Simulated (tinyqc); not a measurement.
Worked calculation (part 2 of 2): RHF in the sto-3g basis, for H2O, spin multiplicity 1. Computed by tinyqc, a small Python program that keeps every step (integrals from PySCF). Command: `OMP_NUM_THREADS=1 python tinyqc.py 25697 25698 out.jsonl` (the two numbers bound the seeds that draw the settings). One thread of a shared host (Intel(R) Xeon(R) Processor @ 2.60GHz), about 0.1 s of CPU time with the checks.

Geometry (angstrom):
```
atom         x          y         z
O     0.000000   0.000000  0.000000
H     0.000000   0.814000  0.682000
H     0.000000  -0.814000  0.682000
```

## Iteration 15 (converged): orbitals

converged F (hartree):
```
             1O 1s      1O 2s     1O 2px     1O 2py     1O 2pz      2H 1s      3H 1s
1O 1s   -20.253446  -5.164172   0.000000   0.000000  -0.026561  -0.933817  -0.933817
1O 2s    -5.164172  -2.421254   0.000000   0.000000  -0.089823  -0.857519  -0.857519
1O 2px    0.000000   0.000000  -0.390449   0.000000   0.000000   0.000000   0.000000
1O 2py    0.000000   0.000000   0.000000  -0.252359   0.000000  -0.360429   0.360429
1O 2pz   -0.026561  -0.089823   0.000000   0.000000  -0.295611  -0.348580  -0.348580
2H 1s    -0.933817  -0.857519   0.000000  -0.360429  -0.348580  -0.458283  -0.300235
3H 1s    -0.933817  -0.857519   0.000000   0.360429  -0.348580  -0.300235  -0.458283
```

X:
```
            1O 1s      1O 2s    1O 2px     1O 2py     1O 2pz      2H 1s      3H 1s
1O 1s    1.023772  -0.138324  0.000000   0.000000  -0.008496   0.019707   0.019707
1O 2s   -0.138324   1.176458  0.000000   0.000000   0.084331  -0.238170  -0.238170
1O 2px   0.000000   0.000000  1.000000   0.000000   0.000000   0.000000   0.000000
1O 2py   0.000000   0.000000  0.000000   1.078665   0.000000  -0.185138   0.185138
1O 2pz  -0.008496   0.084331  0.000000   0.000000   1.046021  -0.130448  -0.130448
2H 1s    0.019707  -0.238170  0.000000  -0.185138  -0.130448   1.148642  -0.074932
3H 1s    0.019707  -0.238170  0.000000   0.185138  -0.130448  -0.074932   1.148642
```

Diagonalise F' = X^T F X, C = X C', fill 5 alpha and 5 beta electrons from the bottom; D = 2 C_occ C_occ^T. Each column has its largest component positive (the first on a tie).

F' = X^T F X (hartree):
```
            1          2          3          4          5          6          7
1  -19.877646  -2.687908   0.000000   0.000000  -0.055588  -0.116589  -0.116589
2   -2.687908  -1.297221   0.000000   0.000000   0.108837  -0.430181  -0.430181
3    0.000000   0.000000  -0.390449   0.000000   0.000000   0.000000   0.000000
4    0.000000   0.000000   0.000000  -0.016545   0.000000  -0.414213   0.414213
5   -0.055588   0.108837   0.000000   0.000000  -0.152066  -0.318615  -0.318615
6   -0.116589  -0.430181   0.000000  -0.414213  -0.318615  -0.011394  -0.084069
7   -0.116589  -0.430181   0.000000   0.414213  -0.318615  -0.084069  -0.011394
```

orbital energies (hartree): MO1 -20.261844, MO2 -1.226520, MO3 -0.559416, MO4 -0.450335, MO5 -0.390449, MO6 0.516303, MO7 0.615546

coefficients C:
```
              MO1        MO2        MO3        MO4       MO5        MO6        MO7
1O 1s    0.994370  -0.237161   0.000000   0.098613  0.000000  -0.115534   0.000000
1O 2s    0.024603   0.871658   0.000000  -0.506046  0.000000   0.712231   0.000000
1O 2px   0.000000   0.000000   0.000000   0.000000  1.000000   0.000000   0.000000
1O 2py   0.000000   0.000000   0.613190   0.000000  0.000000   0.000000   0.925239
1O 2pz   0.003525   0.099253   0.000000   0.742358  0.000000   0.757905   0.000000
2H 1s   -0.004888   0.148194   0.452309   0.320699  0.000000  -0.725068  -0.760434
3H 1s   -0.004888   0.148194  -0.452309   0.320699  0.000000  -0.725068   0.760434
```

D after iteration 15:
```
            1O 1s      1O 2s    1O 2px     1O 2py     1O 2pz      2H 1s      3H 1s
1O 1s    2.109485  -0.464324  0.000000   0.000000   0.106346  -0.016762  -0.016762
1O 2s   -0.464324   2.032952  0.000000   0.000000  -0.578133  -0.066468  -0.066468
1O 2px   0.000000   0.000000  2.000000   0.000000   0.000000   0.000000   0.000000
1O 2py   0.000000   0.000000  0.000000   0.752003   0.000000   0.554702  -0.554702
1O 2pz   0.106346  -0.578133  0.000000   0.000000   1.121918   0.505529   0.505529
2H 1s   -0.016762  -0.066468  0.000000   0.554702   0.505529   0.658832  -0.159500
3H 1s   -0.016762  -0.066468  0.000000  -0.554702   0.505529  -0.159500   0.658832
```

## Convergence

Stop when the energy changes by less than 1e-10 hartree and every element of the error matrix X^T (F D S - S D F) X is below 3e-06.

Course of the cycle:
```
iteration   E (hartree)     change  largest element of the error matrix
1          -73.26841737          -                             5.79e-01
2          -74.87087661  -1.60e+00                             2.21e-01
3          -74.95150668  -8.06e-02                             4.82e-02
4          -74.95525485  -3.75e-03                             1.22e-02
5          -74.95555884  -3.04e-04                             4.52e-03
6          -74.95561036  -5.15e-05                             1.90e-03
7          -74.95562112  -1.08e-05                             8.29e-04
8          -74.95562345  -2.34e-06                             3.96e-04
9          -74.95562397  -5.13e-07                             1.85e-04
10         -74.95562408  -1.13e-07                             8.71e-05
11         -74.95562410  -2.47e-08                             4.09e-05
12         -74.95562411  -5.43e-09                             1.92e-05
13         -74.95562411  -1.19e-09                             8.99e-06
14         -74.95562411  -2.62e-10                             4.21e-06
15         -74.95562411  -5.76e-11                             1.98e-06
```

PySCF RHF in the same basis = -74.95562411 hartree

Converged in 15 iterations.

## Populations, bond orders and dipole

overlap S:
```
           1O 1s     1O 2s    1O 2px     1O 2py    1O 2pz     2H 1s      3H 1s
1O 1s   1.000000  0.236704  0.000000   0.000000  0.000000  0.042053   0.042053
1O 2s   0.236704  1.000000  0.000000   0.000000  0.000000  0.408731   0.408731
1O 2px  0.000000  0.000000  1.000000   0.000000  0.000000  0.000000   0.000000
1O 2py  0.000000  0.000000  0.000000   1.000000  0.000000  0.272234  -0.272234
1O 2pz  0.000000  0.000000  0.000000   0.000000  1.000000  0.228088   0.228088
2H 1s   0.042053  0.408731  0.000000   0.272234  0.228088  1.000000   0.213080
3H 1s   0.042053  0.408731  0.000000  -0.272234  0.228088  0.213080   1.000000
```

Mulliken: Z minus the diagonal of D S on the atom; Loewdin: the same with S^(1/2) D S^(1/2); Mayer order: 2 sum_s sum (D(s) S)_ij (D(s) S)_ji over the two atoms.

Charges (e):
```
atom   Mulliken    Loewdin
1O    -0.273426  -0.196419
2H     0.136713   0.098209
3H     0.136713   0.098209
```

Mayer bond orders:
```
pair     order
2-1   0.974471
3-1   0.974471
3-2   0.006838
```

dipole moment about the origin, x y z (debye): 0.000000  0.000000  1.605695
